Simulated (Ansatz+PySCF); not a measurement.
A calculation with PySCF 2.14.0.

```python
from pyscf import gto, scf, mp

mol = gto.M(atom="""
C 0.000000 0.000000 0.124040
H 0.000000 1.028230 -0.337970
H 0.000000 -1.028230 -0.337970
""", basis='cc-pvtz', charge=0, spin=2)
mf = scf.UHF(mol)
mf.kernel()
pt = mp.MP2(mf, frozen=1).run()
print(mf.e_tot, pt.e_corr, pt.e_tot)
```

The script is written out from the run's settings.

Output:

```
Converged                       : yes
Reference energy                : -38.93369 hartree
Correlation energy              : -0.11828 hartree
Total energy                    : -39.05198 hartree
Spin squared of the determinant : 2.017
```
